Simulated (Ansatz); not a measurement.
The input, for Ansatz 0.2.0:

```yaml
crystal:
  periodic: [false, false, false]
  atoms:
    - {symbol: B, position_ang: [0.000000, 0.000000, 0.114060]}
    - {symbol: B, position_ang: [0.000000, 0.000000, -1.406367]}
    - {symbol: H, position_ang: [0.000000, 0.000000, 1.292307]}
basis:
  gaussian: {orbitals: def2-mTZVP}
total_charge: 1
magnetization: {spin_polarized: false, initial_magnetization: 4}
correlation: {method: mp2, electrons: all}
```

```sh
$ ansatz run in.yaml --threads 1 --pin off --events-out ev --progress --plain --max-ram 2393MiB
```

The program prints:

```
387 factors; integrals over basis functions are off by at most 9.6e-4 eV
mean field evaluation 1: about -1340.6090 eV, gradient 1.1e1 eV
mean field evaluation 2: about -1340.6351 eV, gradient 1.1e1 eV
mean field evaluation 4: about -1341.6120 eV, gradient 1.5e0 eV
mean field evaluation 8: about -1341.6302 eV, gradient 5.1e-2 eV
mean field evaluation 16: about -1342.0191 eV, gradient 1.9e-1 eV
mean field evaluation 32: about -1341.6436 eV, gradient 1.2e-3 eV
mean field -1342.02035273 eV, -49.3183383089 hartree, gradient 2.4e-6 eV, S^2 6.000000; 3 other end points of the search recorded, 0 dependent functions left out
mean field evaluation 64: about -1341.6690 eV, gradient 1.1e-1 eV
reference -1342.02035273 eV, -49.3183383089 hartree; 7, 3 occupied and 34, 38 virtual orbitals, 387 factors
second order -2.61447926 eV of doubles, -0.00470683 eV of singles
Total energy: -1344.63953882 eV, -49.4145916224 hartree
```

Ran on 1 thread of Intel Xeon 6975P-C, shared host: 0.27 s wall, 0.21 GiB peak host memory.
